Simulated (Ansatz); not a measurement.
**C4H4O2: one species, many methods**

The task here is to estimate one member of a computed series from the others.

Program: Ansatz 0.2.0, Gaussian basis. Level of theory: functionals in def2-TZVPP, the program's frozen cores in correlated methods. These are calculated values, not measurements.

The runs, in order: LDA (SPW92), PBE-D4, revPBE-D4, BLYP-D4, r2SCAN-D4, B97M-V, PBE0-D4, B3LYP-D4, r2SCANh-D4, r2SCAN0-D4, HSE06-D4, BHLYP-D4, CAM-B3LYP-D4, LC-ωPBE, ωB97X-V, ωB97M-V, B2PLYP, PBE-QIDH; CCSD(T)/def2-SVP; CCSD(T)/def2-TZVPP; MP2/def2-QZVPP; extrapolation to the limit; RPA on PBE.

### The relaxed structure

An earlier PBE0-D4 in a triple-zeta def2 set relaxation fixed the geometry.

SMILES `C#CCC(=O)O`, 10 atoms, charge 0, spin multiplicity 1.

Atoms are counted from 1 here; the program's logs count them from 0.

Bond lengths: C1–C2 1.198 Å, C1–H7 1.064 Å, C2–C3 1.447 Å, C3–C4 1.513 Å, C3–H8 1.095 Å, C3–H9 1.095 Å, C4–O5 1.195 Å, C4–O6 1.345 Å, O6–H10 0.967 Å. Angles: C2–C1–H7 179.4°, C1–C2–C3 179.1°, C2–C3–C4 114.2°, C2–C3–H8 110.8°, C2–C3–H9 110.8°, C4–C3–H8 107.5°, C4–C3–H9 107.5°, H8–C3–H9 105.5°, C3–C4–O5 126.8°, C3–C4–O6 109.7°, O5–C4–O6 123.5°, C4–O6–H10 106.7°.

Coordinates:

```
C    -1.7414   -1.6445   -0.7646
C    -0.7584   -1.1007   -0.3485
C     0.4386   -0.4645    0.1573
C     0.3729    1.0468    0.1856
O    -0.5442    1.7303   -0.1592
O     1.5265    1.5420    0.6679
H    -2.6196   -2.1173   -1.1359
H     0.6597   -0.8036    1.1750
H     1.3117   -0.7452   -0.4414
H     1.4373    2.5053    0.6668
```

Set-up of the first run:

The input, in.yaml:

```yaml
crystal:
  periodic: [false, false, false]
  atoms:
    - {symbol: C, position_ang: [-1.741353, -1.644541, -0.764629]}
    - {symbol: C, position_ang: [-0.758426, -1.100735, -0.348487]}
    - {symbol: C, position_ang: [0.438595, -0.464538, 0.157302]}
    - {symbol: C, position_ang: [0.372852, 1.046799, 0.185599]}
    - {symbol: O, position_ang: [-0.544209, 1.730345, -0.159154]}
    - {symbol: O, position_ang: [1.526489, 1.542049, 0.667898]}
    - {symbol: H, position_ang: [-2.619569, -2.117265, -1.135906]}
    - {symbol: H, position_ang: [0.659685, -0.803568, 1.174971]}
    - {symbol: H, position_ang: [1.311689, -0.745222, -0.441355]}
    - {symbol: H, position_ang: [1.437347, 2.505276, 0.666760]}
basis:
  gaussian: {orbitals: def2-TZVPP}
hamiltonian: {xc: lda}
output: {orbitals: {seedname: orbitals}}
```

Steps of the session up to this table: LDA; PBE-D4 (GGA); revPBE-D4 (GGA); BLYP-D4 (GGA); r2SCAN-D4 (meta-GGA); B97M-V (meta-GGA); PBE0-D4 (hybrid); B3LYP-D4 (hybrid); r2SCANh-D4 (hybrid); r2SCAN0-D4 (hybrid); HSE06-D4 (hybrid); BHLYP-D4 (hybrid); CAM-B3LYP-D4 (range-separated); LC-ωPBE-D4 (range-separated; the results give it without D4); ωB97X-V (range-separated); ωB97M-V (range-separated); B2PLYP (double hybrid); PBE-QIDH (double hybrid).

One table of the session follows, with a row left open; its other results are not shown here.

It belongs to the step «Frontier levels by functional». 

```
  functional  HOMO (eV)  gap (eV)
 LDA (SPW92)      -6.85      5.43
      PBE-D4      -6.64      5.50
   revPBE-D4      -6.56      5.52
     BLYP-D4      -6.54      5.49
   r2SCAN-D4      -6.92      6.06
      B97M-V      -6.97      6.24
     PBE0-D4          ?         ?
    B3LYP-D4      -7.78      7.49
  r2SCANh-D4      -7.45      7.01
  r2SCAN0-D4      -8.17      8.36
    HSE06-D4      -7.61      7.24
    BHLYP-D4      -9.12     10.38
CAM-B3LYP-D4      -9.40     10.62
     LC-ωPBE     -10.85     13.35
     ωB97X-V     -10.43     12.86
     ωB97M-V     -10.30     12.61
```

Q: Estimate the row for PBE0-D4 from the others.

**Answer.** HOMO (eV): -8.01; gap (eV): 8.03. In the column «HOMO (eV)» it lies between r2SCAN0-D4 (-8.17) and B3LYP-D4 (-7.78).
